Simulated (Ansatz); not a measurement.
Born–Oppenheimer molecular dynamics of AlFH5P (8 atoms, charge 0, multiplicity 1). It starts at the highest image of a converged band, a first-order saddle point between two minima.

All numbers below come from RKS PBE/def2-SVPD (Ansatz).

| Item | Value |
| --- | --- |
| ensemble | NVE (velocity Verlet) |
| time step | 0.5 fs |
| steps asked | 200 |
| starting velocities drawn for | 300 K |
| seed | 5093 |

First frame:

```xyz
8
Properties=species:S:1:pos:R:3
Al 0.094 -0.381 -0.032
F -0.121 0.082 1.861
H 1.518 0.159 -0.495
H -1.295 -0.091 -0.753
P 0.192 -2.654 1.100
H -0.784 -3.036 0.125
H 1.376 -2.845 0.317
H -0.021 -1.033 1.868
```

Problem. How far do the bonds stretch over the last three quarters of this one trajectory? (Pairs bonded in most of those frames.)

Solution. 
```
  bond  mean (Å)  spread (Å)  shortest  longest
Al1–F2     1.714       0.073      1.62     1.89
Al1–H3     1.597       0.029      1.55     1.64
Al1–H4     1.601       0.057      1.51     1.68
 P5–H6     1.448       0.041      1.39     1.51
 P5–H7     1.456       0.008      1.44     1.47
 P5–H8     1.451       0.041      1.38     1.51
```

Pairs bonded in part of these frames only: Al1–P5 15 %.

Mean temperature of the second half: 1231 K. The conserved energy stayed within 0.11 meV per atom of its start (net change 0.043 meV per atom), so the integration is sound. The kinetic energy rose, since the run started high on the potential surface and went downhill. It ends in pieces (AlFH2 + H3P), so much of that is their flight and rotation, not heat. A run of 0.1 ps of so small a system gives no equilibrium averages. The orbitals stay closed-shell, which can raise the energy where a bond breaks towards radicals; this wasn't checked here.

The run took 3 min on 4 threads of Arm Neoverse V1, on a shared host, peak memory 0.13 GiB.
